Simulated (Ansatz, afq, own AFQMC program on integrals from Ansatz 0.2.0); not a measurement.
AFQMC on a folder of integrals that Ansatz 0.2.0 wrote.

```yaml
crystal:
  periodic: [false, false, false]
  atoms:
    - {symbol: C, position_ang: [0.000000, 0.000000, 0.000000]}
    - {symbol: H, position_ang: [0.000000, 0.000000, -2.586215]}
    - {symbol: H, position_ang: [0.000000, 0.000000, 2.586215]}
basis:
  gaussian: {orbitals: cc-pVDZ}
total_charge: 1
magnetization: {spin_polarized: true, initial_magnetization: 1}
correlation: {method: ccsd_t, electrons: outside_noble_gas, hamiltonian_folder: ham}
```

```sh
$ ansatz run in.yaml --threads 1 --pin off --events-out ev --progress --plain --max-ram 24576MiB --backend cuda --devices 0, --max-vram 18GiB
```

afq runs on the folder ham with

```
--method phaseless --trial cisd --walkers 20 --populations 1 --least-time 40 --time-step 0.005 --steps-per-block 25 --equilibration-blocks 80 --max-blocks 320 --target-error 0.00108 --factor-cut 1e-06 --start determinant --seed 1177 --release-times 0.2,0.4 --release-step 0.1 --release-every 8 --taylor-order 6
```

Times are imaginary, in 1/Eh. The walk had a cap of 60 s.

afq prints:

```
orbitals 23  electrons 3 2  factors 142 of 217
reference energy -38.29943964 Eh
CCSD correlation -0.07117592 Eh in 29 cycles, weight of the determinant in the CISD state 0.9135
energy of the start -38.370603 Eh
 block  time / (1/Eh)  mean weight  energy / Eh
     1     0.125  1.0004  -38.370622
     2     0.250  1.0008  -38.370682
     3     0.375  1.0017  -38.370739
     4     0.500  1.0008  -38.370986
     5     0.625  1.0002  -38.371664
     9     1.125  1.0015  -38.371479
    31     3.875  0.9994  -38.372959
    71     8.875  0.9932  -38.390145
   111    13.875  0.9974  -38.375892
   151    18.875  0.9979  -38.368920
   191    23.875  1.0019  -38.370676
   231    28.875  0.9989  -38.377836
   271    33.875  0.9944  -38.364614
   311    38.875  0.9996  -38.368573
   351    43.875  0.9981  -38.368296
   391    48.875  1.0024  -38.370029
blocks merged  error / Eh  count
     1  0.000273  320
     2  0.000344  160
     4  0.000435  80
     8  0.000488  40
    16  0.000628  20
    32  0.000766  10
released: time / (1/Eh)  energy / Eh  error  mean overlap
  0.20  -38.370989  0.001057  0.9918
  0.40  -38.371627  0.000840  1.0103
energy -38.370751 +/- 0.000628 Eh
(rows thinned)
```

The run failed at least one of its tests; the cautions name the faults. The second half of the sampling lies above the first by 2.1 errors of their difference, so the energy may still be moving and its error bar be too small.

Against this walk (error 17.1 meV) on the same determinant: CCSD(T) 28.6 meV lower (within the noise), CCSDT(Q) 74.9 meV lower, CCSDTQ 81.5 meV lower, full CI 81.4 meV lower. The error is statistical and leaves out the bias of the constraint. The determinant has ⟨S²⟩ = 1.76, so the low cluster orders mix in higher spin, and so can this walk. Released to 0.40 1/Eh the energy moves by -24 ± 29 meV (both errors), within twice the noise. Full CI is exact here, so the walk's 81 meV above it is the walk's own error: the bias of the constraint with this trial, or a walk that hasn't relaxed. The determinant is a poor start (see the cautions), so the low cluster orders aren't to be relied on, and full CI is the sure value.

Cautions: constraint bias not in the error; error not settled; unrestricted determinant spin contaminated (⟨S²⟩ 1.76 against 0.75); the CCSDTQ amplitudes may be one of several solutions (largest double 0.64); the next higher spin lies close (full CI puts it 46 meV above); so few walkers bias the energy.

The walk took 45 s on 1 × NVIDIA H100 80GB HBM3 with 2 threads of AMD EPYC 7R13 Processor (Zen 3) (shared host) (the card was shared). The log's last line is the phaseless energy.

CCSDT and higher add their correlation energy to the determinant of the CCSD(T) run, since their own runs factorise the integrals more tightly (a shift of under 2 meV).
